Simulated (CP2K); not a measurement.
# HNO3 (nitric acid), step by step

Wanted: a series of 8 runs (revPBE/DZVP-MOLOPT-SR-GTH) of HNO3. The setting varied is the cutoff. 

Program for the calculation: CP2K 2026.2.

8 further runs of the same task are left out: 8 set aside as unsound or not needed.

## (1) The structure to begin with

The species is HNO3 (5 atoms), meant as a singlet with charge 0. As SMILES, `O=[N+]([O-])O`. The coordinates come from a GFN2-xTB relaxation. This is one conformer, not always the lowest.

Bond lengths: O1–N2 1.175 Å, N2–O3 1.185 Å, N2–O4 1.391 Å, O4–H5 0.973 Å. Angles: O1–N2–O3 130.4°, O1–N2–O4 114.4°, O3–N2–O4 115.3°, N2–O4–H5 111.0°.

## (2) Energy and gradient at revPBE/DZVP-MOLOPT-SR-GTH (core potential) (run 1)

gas.inp reads:

```
&global
  project gas
  run_type ENERGY_FORCE
  print_level MEDIUM
&end global

&force_eval
  method QUICKSTEP
  &dft
    basis_set_file_name BASIS_MOLOPT
    potential_file_name GTH_POTENTIALS
    &qs
      method GPW
      eps_default 1.0E-10
    &end qs
    &mgrid
      cutoff 350
      rel_cutoff 50
      ngrids 4
    &end mgrid
    ! cluster boundary conditions
    &poisson
      periodic NONE
      poisson_solver WAVELET
    &end poisson
    &scf
      scf_guess ATOMIC
      eps_scf 1.0E-06
      max_scf 150
      added_mos 10
      &diagonalization
        algorithm STANDARD
      &end diagonalization
      &mixing
        method PULAY_MIXING
        alpha 0.3
        nbuffer 4
      &end mixing
    &end scf
    &xc
      &xc_functional
        &pbe
          parametrization REVPBE
        &end pbe
      &end xc_functional
    &end xc
    &print
      &moments
        periodic F
        reference COM
        max_moment 1
      &end moments
      &mo ON
        energies T
        occupation_numbers T
        ndigits 6
        &each
          qs_scf 0
        &end each
        add_last NUMERIC
      &end mo
      &hirshfeld OFF
      &end hirshfeld
    &end print
  &end dft
  &subsys
    &cell
      abc 9.3 9.3 9.3
      periodic NONE
    &end cell
    &coord
      O      1.318740    -0.318760     0.748000
      N      0.260500    -0.302640     0.238440
      O     -0.568430    -1.146740     0.163380
      O     -0.063720     0.904390    -0.372480
      H     -0.947090     0.863740    -0.777330
    &end coord
    &topology
      &center_coordinates
      &end center_coordinates
    &end topology
    &kind O
      basis_set DZVP-MOLOPT-SR-GTH-q6
      potential GTH-PBE-q6
    &end kind
    &kind N
      basis_set DZVP-MOLOPT-SR-GTH-q5
      potential GTH-PBE-q5
    &end kind
    &kind H
      basis_set DZVP-MOLOPT-SR-GTH-q1
      potential GTH-PBE-q1
    &end kind
  &end subsys
  &print
    &forces ON
    &end forces
  &end print
&end force_eval
```

Started as:

```sh
OMP_NUM_THREADS=2 cp2k.psmp -i gas.inp > gas.out 2>&1
```

The program printed, cut to the lines that bear on the results:

```text
CP2K| version string:                                       CP2K version 2026.2
[...]
 GLOBAL| Method name                                                        CP2K
[...]
 GLOBAL| Run type                                                   ENERGY_FORCE
[...]
 DFT| Spin restricted Kohn-Sham (RKS) calculation                            RKS
 DFT| Multiplicity                                                             1
[...]
 DFT| Charge                                                                   0
[...]
 FUNCTIONAL| PBE:
 QS| Method:                                                                 GPW
[...]
 QS| Density cutoff [a.u.]:                                                175.0
[...]
 QS| Relative density cutoff [a.u.]:                                        25.0
[...]
                             - Atoms:                                          5
[...]
                             - Spherical basis functions:                     57
[...]
 Number of electrons:                                                         24
[...]
     1 NoMix/Diag. 0.30E+00    0.9     0.72138859       -58.7288755495 -5.87E+01
[...]
    31 Pulay/Diag. 0.30E+00    0.6     0.00000086       -58.5461092667  1.81E-06
  *** SCF run converged in    31 steps ***
[...]
  Overlap energy of the core charge distribution:               0.00000009159240
  Self energy of the core charge distribution:               -150.83971403561139
  Core Hamiltonian energy:                                     43.48639544179712
  Hartree energy:                                              62.24089521127838
  Exchange-correlation energy:                                -13.43368597573689
  Total energy:                                               -58.54610926668038
[...]
                     Mulliken Population Analysis
 #  Atom  Element  Kind  Atomic population                           Net charge
       1     O        1          6.046071                             -0.046071
       2     N        2          4.851479                              0.148521
       3     O        1          6.103817                             -0.103817
       4     O        1          6.168881                             -0.168881
       5     H        3          0.829751                              0.170249
 # Total charge                             24.000000                  0.000000
[...]
  Dipole moment [Debye]
    X= -0.1662650E+01 Y=  0.1039635E+01 Z= -0.1183655E+01  Total=      2.2904773
 ENERGY| Total FORCE_EVAL ( QS ) energy [hartree]            -58.546110116131416
 FORCES| Atomic forces [hartree/bohr]
 FORCES|   Atom     x               y               z               |f|
 FORCES|      1  6.38726644E-02  7.55898409E-03  2.99294292E-02   7.09410053E-02
 FORCES|      2 -1.98852543E-02  1.67093239E-02 -1.53738421E-02   3.01824430E-02
 FORCES|      3 -5.42012245E-02 -5.43456291E-02 -4.74327170E-03   7.69007072E-02
 FORCES|      4  9.96096864E-03  4.87120806E-02 -7.66409987E-03   5.03073167E-02
 FORCES|      5 -5.59807816E-03 -1.30802215E-02  2.27149819E-03   1.44079970E-02
 FORCES| Sum    -5.85092389E-03  5.55453795E-03  4.41971370E-03
 FORCES| Total atomic force                                       9.19891686E-03
[...]
```

It took 21 s on 2 threads of Arm Neoverse V1, shared host; peak memory 0.8 GiB.

## (3) The distorted shape: energy and gradient at revPBE/DZVP-MOLOPT-SR-GTH (core potential) (run 2)

qs.inp reads:

```
&FORCE_EVAL
 METHOD QS
 &DFT
  BASIS_SET_FILE_NAME BASIS_MOLOPT
  POTENTIAL_FILE_NAME GTH_POTENTIALS
  CHARGE 0
  MULTIPLICITY 1
  &QS
   METHOD GPW
   EPS_DEFAULT 1.0E-10
  &END QS
  &MGRID
   CUTOFF 350
   REL_CUTOFF 50
   NGRIDS 4
  &END MGRID
  &POISSON
   PERIODIC NONE
   POISSON_SOLVER WAVELET
  &END POISSON
  &SCF
   SCF_GUESS ATOMIC
   EPS_SCF 1.0E-06
   MAX_SCF 150
   ADDED_MOS 10
   &DIAGONALIZATION
    ALGORITHM STANDARD
   &END DIAGONALIZATION
   &MIXING
    METHOD PULAY_MIXING
    ALPHA 0.3
    NBUFFER 4
   &END MIXING
  &END SCF
  &XC
   &XC_FUNCTIONAL
    &PBE
     PARAMETRIZATION REVPBE
    &END PBE
   &END XC_FUNCTIONAL
  &END XC
  &PRINT
   &MOMENTS
    PERIODIC F
    REFERENCE COM
    MAX_MOMENT 1
   &END MOMENTS
   &MO ON
    ENERGIES T
    OCCUPATION_NUMBERS T
    NDIGITS 6
    &EACH
     QS_SCF 0
    &END EACH
    ADD_LAST NUMERIC
   &END MO
   &HIRSHFELD OFF
   &END HIRSHFELD
  &END PRINT
 &END DFT
 &SUBSYS
  &CELL
   ABC [angstrom] 9.3 9.3 9.3
   PERIODIC NONE
  &END CELL
  &COORD
   O      1.235851    -0.403166     0.740494
   N      0.177611    -0.387046     0.230934
   O     -0.568430    -1.146740     0.163380
   O     -0.146609     0.819984    -0.379986
   H     -1.029979     0.779334    -0.784836
  &END COORD
  &TOPOLOGY
   &CENTER_COORDINATES
   &END CENTER_COORDINATES
  &END TOPOLOGY
  &KIND O
   BASIS_SET DZVP-MOLOPT-SR-GTH-q6
   POTENTIAL GTH-PBE-q6
  &END KIND
  &KIND N
   BASIS_SET DZVP-MOLOPT-SR-GTH-q5
   POTENTIAL GTH-PBE-q5
  &END KIND
  &KIND H
   BASIS_SET DZVP-MOLOPT-SR-GTH-q1
   POTENTIAL GTH-PBE-q1
  &END KIND
 &END SUBSYS
 &PRINT
  &FORCES ON
  &END FORCES
 &END PRINT
&END FORCE_EVAL

&GLOBAL
 PROJECT_NAME qs
 RUN_TYPE ENERGY_FORCE
 PRINT_LEVEL MEDIUM
&END GLOBAL
```

Started as:

```sh
OMP_NUM_THREADS=2 cp2k.psmp -i qs.inp > qs.out 2>&1
```

The program printed, cut to the lines that bear on the results:

```text
CP2K| version string:                                       CP2K version 2026.2
[...]
 GLOBAL| Method name                                                        CP2K
[...]
 GLOBAL| Run type                                                   ENERGY_FORCE
[...]
 DFT| Spin restricted Kohn-Sham (RKS) calculation                            RKS
 DFT| Multiplicity                                                             1
[...]
 DFT| Charge                                                                   0
[...]
 FUNCTIONAL| PBE:
 QS| Method:                                                                 GPW
[...]
 QS| Density cutoff [a.u.]:                                                175.0
[...]
 QS| Relative density cutoff [a.u.]:                                        25.0
[...]
                             - Atoms:                                          5
[...]
                             - Spherical basis functions:                     57
[...]
 Number of electrons:                                                         24
[...]
     1 NoMix/Diag. 0.30E+00    0.9     0.70838935       -58.7783734164 -5.88E+01
[...]
    27 Pulay/Diag. 0.30E+00    0.6     0.00000094       -58.4987570385  2.53E-06
  *** SCF run converged in    27 steps ***
[...]
  Overlap energy of the core charge distribution:               0.00000115909470
  Self energy of the core charge distribution:               -150.83971403561139
  Core Hamiltonian energy:                                     44.04106598278976
  Hartree energy:                                              61.85980707668868
  Exchange-correlation energy:                                -13.55991722148703
  Total energy:                                               -58.49875703852529
[...]
                     Mulliken Population Analysis
 #  Atom  Element  Kind  Atomic population                           Net charge
       1     O        1          6.094059                             -0.094059
       2     N        2          4.967315                              0.032685
       3     O        1          5.892650                              0.107350
       4     O        1          6.206896                             -0.206896
       5     H        3          0.839079                              0.160921
 # Total charge                             24.000000                 -0.000000
[...]
 ENERGY| Total FORCE_EVAL ( QS ) energy [hartree]            -58.498756871040342
[...]
```

Wall time 18 s (2 threads of Arm Neoverse V1, shared host); peak memory 0.8 GiB.

Runs 3 to 7 aren't shown in full; the table further down has their settings and results.

## (4) The distorted shape: energy and gradient at revPBE/DZVP-MOLOPT-SR-GTH (core potential) (run 8)

qs.inp reads:

```
&GLOBAL
  PROJECT qs
  RUN_TYPE ENERGY_FORCE
  PRINT_LEVEL MEDIUM
&END GLOBAL

&FORCE_EVAL
  METHOD Quickstep
  &DFT
    BASIS_SET_FILE_NAME BASIS_MOLOPT
    POTENTIAL_FILE_NAME GTH_POTENTIALS
    &QS
      METHOD GPW
      EPS_DEFAULT 1.0E-10
    &END QS
    &MGRID
      CUTOFF 800
      REL_CUTOFF 50
      NGRIDS 4
    &END MGRID
    &POISSON
      PERIODIC NONE
      POISSON_SOLVER WAVELET
    &END POISSON
    &SCF
      SCF_GUESS ATOMIC
      EPS_SCF 1.0E-06
      MAX_SCF 150
      ADDED_MOS 10
      &DIAGONALIZATION
        ALGORITHM STANDARD
      &END DIAGONALIZATION
      &MIXING
        METHOD PULAY_MIXING
        ALPHA 0.3
        NBUFFER 4
      &END MIXING
    &END SCF
    &XC
      &XC_FUNCTIONAL
        &PBE
          PARAMETRIZATION REVPBE
        &END PBE
      &END XC_FUNCTIONAL
    &END XC
    &PRINT
      &MOMENTS
        PERIODIC F
        REFERENCE COM
        MAX_MOMENT 1
      &END MOMENTS
      &MO ON
        ENERGIES T
        OCCUPATION_NUMBERS T
        NDIGITS 6
        &EACH
          QS_SCF 0
        &END EACH
        ADD_LAST NUMERIC
      &END MO
      &HIRSHFELD OFF
      &END HIRSHFELD
    &END PRINT
  &END DFT
  &SUBSYS
    &CELL
      ABC 9.3 9.3 9.3
      PERIODIC NONE
    &END CELL
    &COORD
      O      1.235851    -0.403166     0.740494
      N      0.177611    -0.387046     0.230934
      O     -0.568430    -1.146740     0.163380
      O     -0.146609     0.819984    -0.379986
      H     -1.029979     0.779334    -0.784836
    &END COORD
    &TOPOLOGY
      &CENTER_COORDINATES
      &END CENTER_COORDINATES
    &END TOPOLOGY
    &KIND O
      BASIS_SET DZVP-MOLOPT-SR-GTH-q6
      POTENTIAL GTH-PBE-q6
    &END KIND
    &KIND N
      BASIS_SET DZVP-MOLOPT-SR-GTH-q5
      POTENTIAL GTH-PBE-q5
    &END KIND
    &KIND H
      BASIS_SET DZVP-MOLOPT-SR-GTH-q1
      POTENTIAL GTH-PBE-q1
    &END KIND
  &END SUBSYS
  &PRINT
    &FORCES ON
    &END FORCES
  &END PRINT
&END FORCE_EVAL
```

Started as:

```sh
OMP_NUM_THREADS=2 cp2k.psmp -i qs.inp > qs.out 2>&1
```

The program printed, cut to the lines that bear on the results:

```text
CP2K| version string:                                       CP2K version 2026.2
[...]
 GLOBAL| Method name                                                        CP2K
[...]
 GLOBAL| Run type                                                   ENERGY_FORCE
[...]
 DFT| Spin restricted Kohn-Sham (RKS) calculation                            RKS
 DFT| Multiplicity                                                             1
[...]
 DFT| Charge                                                                   0
[...]
 FUNCTIONAL| PBE:
 QS| Method:                                                                 GPW
[...]
 QS| Density cutoff [a.u.]:                                                400.0
[...]
 QS| Relative density cutoff [a.u.]:                                        25.0
[...]
                             - Atoms:                                          5
[...]
                             - Spherical basis functions:                     57
[...]
 Number of electrons:                                                         24
[...]
     1 NoMix/Diag. 0.30E+00    3.3     0.70852059       -58.7783152581 -5.88E+01
[...]
    27 Pulay/Diag. 0.30E+00    3.0     0.00000096       -58.4987061710  2.57E-06
  *** SCF run converged in    27 steps ***
[...]
  Overlap energy of the core charge distribution:               0.00000115909470
  Self energy of the core charge distribution:               -150.83971403561139
  Core Hamiltonian energy:                                     44.04185622098935
  Hartree energy:                                              61.85918124388226
  Exchange-correlation energy:                                -13.56003075937287
  Total energy:                                               -58.49870617101796
[...]
                     Mulliken Population Analysis
 #  Atom  Element  Kind  Atomic population                           Net charge
       1     O        1          6.094371                             -0.094371
       2     N        2          4.966467                              0.033533
       3     O        1          5.892841                              0.107159
       4     O        1          6.207228                             -0.207228
       5     H        3          0.839093                              0.160907
 # Total charge                             24.000000                  0.000000
[...]
 ENERGY| Total FORCE_EVAL ( QS ) energy [hartree]            -58.498706026419946
[...]
```

It took 87 s on 2 threads of Arm Neoverse V1, shared host; peak memory 2.1 GiB.

## (5) All runs side by side

| run | cutoff | partner | energy (Eh) | dipole moment (D) | HOMO energy (eV) | LUMO energy (eV) | wall time |
| --- | --- | --- | --- | --- | --- | --- | --- |
| 1 | 350 | base | -58.546110 | 2.29 | -7.49 | -2.70 | 21 s |
| 2 | 350 | N2–O3 1.07 Å | -58.498757 | 2.52 | -7.39 | -1.88 | 18 s |
| 3 | 450 | base | -58.545645 | 2.29 | -7.49 | -2.70 | 28 s |
| 4 | 450 | N2–O3 1.07 Å | -58.498679 | 2.52 | -7.39 | -1.88 | 25 s |
| 5 | 600 | base | -58.545800 | 2.29 | -7.49 | -2.70 | 72 s |
| 6 | 600 | N2–O3 1.07 Å | -58.498645 | 2.52 | -7.39 | -1.88 | 65 s |
| 7 | 800 | base | -58.545742 | 2.29 | -7.49 | -2.70 | 99 s |
| 8 | 800 | N2–O3 1.07 Å | -58.498706 | 2.52 | -7.39 | -1.88 | 87 s |

Convergence of the total energy of singlet HNO3 with the cutoff, against the last point:

| cutoff | from the last (mEh) | wall time |
| --- | --- | --- |
| 350 Ry | -0.368 | 21 s |
| 450 Ry | +0.097 | 28 s |
| 600 Ry | -0.058 | 72 s |
| 800 Ry | +0.000 | 99 s |

Convergence of the largest force on an atom of singlet HNO3 with the cutoff, against the last point:

| cutoff | from the last (eV/Å) | wall time |
| --- | --- | --- |
| 350 Ry | +0.13419 | 21 s |
| 450 Ry | -0.01919 | 28 s |
| 600 Ry | +0.04325 | 72 s |
| 800 Ry | +0.00000 | 99 s |

## (6) Summary of results

```
                                                                             quantity         value
                                                 distorted shape, run 8: total energy  -58.49871 Eh
                                                distorted shape, run 8: dipole moment        2.52 D
                                                  distorted shape, run 8: HOMO energy      -7.39 eV
                                                  distorted shape, run 8: LUMO energy      -1.88 eV
                                                distorted shape, run 8: HOMO–LUMO gap       5.51 eV
                                     distorted shape, run 8: largest force on an atom   20.033 eV/Å
energy change with the N2–O3 bond shortened from 1.185 to 1.067 Å (run 1, cutoff 350)      1.289 eV
energy change with the N2–O3 bond shortened from 1.185 to 1.067 Å (run 3, cutoff 450)      1.278 eV
energy change with the N2–O3 bond shortened from 1.185 to 1.067 Å (run 5, cutoff 600)      1.283 eV
energy change with the N2–O3 bond shortened from 1.185 to 1.067 Å (run 7, cutoff 800)      1.280 eV
```

In words: For the total energy of singlet HNO3 to stay within 0.1 mEh of the last point, 450 Ry is the first point of the series from which all later ones do (28 s against 99 s). For the largest force on an atom of singlet HNO3 to stay within 0.05 eV/Å of the last point, 450 Ry is the first point of the series from which all later ones do (28 s against 99 s). All runs together took 6.9 min, the longest 99 s.
